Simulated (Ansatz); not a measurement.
A trace of molecular dynamics of H8Si3 (11 atoms, charge 0, multiplicity 1).

All numbers below come from RKS r2SCANh-D4/6-31G* in Ansatz 0.2.0.

```yaml
ensemble: NVE (velocity Verlet)
starting_velocities_drawn_for: 300 K
seed: 155490
```

```tsv
time (fs)	T (K)	potential energy less start (eV)	conserved less start (meV/atom)
0.0	300	0.000	0.00
1.5	261	0.046	0.01
3.0	190	0.128	0.03
4.5	164	0.158	0.03
6.0	189	0.129	0.01
7.5	204	0.112	0.01
9.0	161	0.161	0.01
10.5	98	0.235	0.03
12.0	94	0.239	0.03
13.5	153	0.171	0.01
15.0	187	0.131	0.00
16.5	156	0.168	0.01
18.0	109	0.222	0.03
19.5	113	0.218	0.03
21.0	158	0.165	0.01
22.5	181	0.139	0.00
24.0	144	0.182	0.01
25.5	95	0.239	0.03
27.0	113	0.218	0.03
28.5	186	0.133	0.01
30.0	224	0.089	0.00
31.5	196	0.121	0.02
33.0	165	0.157	0.03
34.5	189	0.130	0.02
36.0	245	0.065	0.01
37.5	263	0.043	0.00
```

**Question.** Can this run be trusted? Judge the integration.

**Answer.** The conserved energy stayed within 0.033 meV per atom of its start (net change 0.0025 meV per atom), so the integration is sound. A run of 0.037 ps of so small a system gives no equilibrium averages. The time step was 0.25 fs.

Time of the run: 15 min on 1 thread of Arm Neoverse V1, with other jobs on the host, peak memory 0.16 GiB.
